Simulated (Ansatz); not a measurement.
System: CsGaS₃ (P2₁/c, No. 14; cell taken from a computed entry). Method: HSE06 (Ansatz, a program for electronic structure, PAW).

Settings: plane-wave cutoff 460 eV, 4×2×4 k mesh (along the axes of the cell as run), Fermi–Dirac smearing 0.01 eV, scalar-relativistic PAW data made under PBE.

Cell (relaxed with PBEsol):

```
CsGaS3
1.0
    7.54500     0.00000    -0.03596
    0.00000    12.36599     0.00000
   -1.95899     0.00000     6.11755
Cs Ga S
4 4 12
Direct
  0.25203   0.91566   0.27957
  0.74797   0.08434   0.72043
  0.74797   0.41566   0.22043
  0.25203   0.58434   0.77957
  0.80695   0.77193   0.34794
  0.19305   0.22807   0.65206
  0.19305   0.27193   0.15206
  0.80695   0.72807   0.84794
  0.01901   0.32680   0.81611
  0.98099   0.67320   0.18389
  0.98099   0.82680   0.68389
  0.01901   0.17320   0.31611
  0.55089   0.67258   0.35524
  0.44911   0.32742   0.64476
  0.44911   0.17258   0.14476
  0.55089   0.82742   0.85524
  0.68773   0.58144   0.63321
  0.31227   0.41856   0.36679
  0.31227   0.08144   0.86679
  0.68773   0.91856   0.13321
```

**Question.** Estimate the band gap, smallest direct gap on the k points sampled and Γ–Γ gap that the calculation returns.

**Answer.** 
- band gap = 3.71 eV
- smallest direct gap on the k points sampled = 3.73 eV
- Γ–Γ gap = 3.91 eV

Note: cell and atoms aren't relaxed at this level (largest force component 0.16 eV/Å, pressure 0.9 GPa).

Spin–orbit coupling is not included.

Computing time: about 70 core-minutes (a rough figure).
